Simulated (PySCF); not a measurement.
All values below come from PySCF with TPSSh-D3(BJ)/def2-TZVP // BP86-D3(BJ)/def2-SVP. Isolated molecules, 0 K electronic values unless said otherwise. 

Reference species (SMILES): `CN(C)C` (neutral, multiplicity 1).

```json
{
  "dipole_moment": "0.43 D",
  "HOMO–LUMO gap": "6.31 eV"
}
```

Changed species: `S` (free ligand H2S; the reference has free ligand N(CH3)3).

Task: What does the change do to the dipole moment and HOMO–LUMO gap?

Result: the dipole moment increases by 0.71 D, to 1.14 D; the HOMO–LUMO gap goes up by 0.48 eV, to 6.79 eV.
